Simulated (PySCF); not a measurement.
## Dipole moment and polarisability of `Nc1cccs1`

Compound: C₄H₅NS.
SMILES with atom numbers: `[NH2:1][c:2]1[cH:3][cH:4][cH:5][s:6]1` (hydrogens: H7, H8 on N1; H9 on C3; H10 on C4; H11 on C5)

Cartesian coordinates in Å at the PBE0-D3(BJ)/def2-SVP level; atoms count from 1:
```xyz
11
C4H5NS angstrom
N      2.106    0.240   -0.221
C      0.727    0.194   -0.122
C     -0.087   -0.895    0.085
C     -1.472   -0.558    0.043
C     -1.699    0.768   -0.189
S     -0.213    1.632   -0.380
H      2.537    1.092    0.118
H      2.567   -0.581    0.155
H      0.298   -1.900    0.265
H     -2.274   -1.282    0.191
H     -2.647    1.299   -0.255
```

Level: PBE0/def2-SVPD (PySCF), static field, nuclei fixed, core orbitals frozen in the response. The polarisability tensor in these axes (au):

```
x   90.40  0.70 -0.50
y    0.70 79.85 -5.77
z   -0.50 -5.77 48.65
```

Task: What are the eigenvalues, a third of the trace, and Δα (Δα² = ½Σ(αi − αj)² over the three pairs)?

Result: Principal values 47.61, 80.82 and 90.47 au; mean 72.97 au = 10.81 Å³ = 12.03 × 10⁻⁴⁰ C²·m²/J; Δα = 38.94 au (53 % of the mean).

Task: What is the dipole moment, and where does it point?

Result: (1.25, -0.51, 1.08) D, 1.73 D in size, pointing from the negative to the positive side. Measured along this direction, the outermost atoms are H11 at the negative end and H8 at the positive end.

Task: Estimate the molar refractivity from the static electronic polarisability.

Result: Lorentz–Lorenz: R = (4π/3)N_A α = 2.5225 cm³/(mol·Å³) × 10.81 Å³ = 27.3 cm³/mol, in the limit of long wavelengths.

Task: Form Σ f/ω² (atomic units) for the 6 lowest TDDFT singlets, given as eV and f, and set it beside the mean polarisability, which is this sum over all singlets: 4.69, 0.0107; 5.03, 0.1249; 5.33, 0.0027; 5.85, 0.0185; 5.99, 0.0003; 6.04, 0.0028.

Result: They add up to 4.54 au, 6.2 % of the 72.97 au; the largest single term is 3.65 au, from the state at 5.03 eV. Terms in order: 0.36, 3.65, 0.07, 0.40, 0.01, 0.06 au. Higher excitations give the rest. The strengths listed sum to 0.160.

Task: Traceless (Buckingham) quadrupole moment about the centre of nuclear charge: eigenvalues?

Result: -11.16, 0.88, 10.28 D·Å. The values depend on the origin, since the dipole doesn't vanish. The electronic extent ⟨r²⟩ about the same centre is 603 bohr², a root-mean-square distance of 1.80 Å for the 52 electrons.

Task: What depolarisation ratio follows for Rayleigh scattering of linearly polarised light, taking the static tensor?

Result: ρ = 3Δα²/(45ᾱ² + 4Δα²) = 4549.3/(239584 + 6065.8) = 0.0185.

Task: Find the Langevin capture rate constant for NH4+ (18.034 u) meeting this molecule (99.014 u), k = 2.342 × 10⁻⁹ cm³/s × √(α in Å³ / reduced mass in u).

Result: The reduced mass is 15.26 u, so k = 1.97 × 10⁻⁹ cm³/s. The formula leaves out the permanent dipole, which adds to the capture rate.

Isolated species at its PBE0-D3(BJ)/def2-SVP geometry, gas phase.
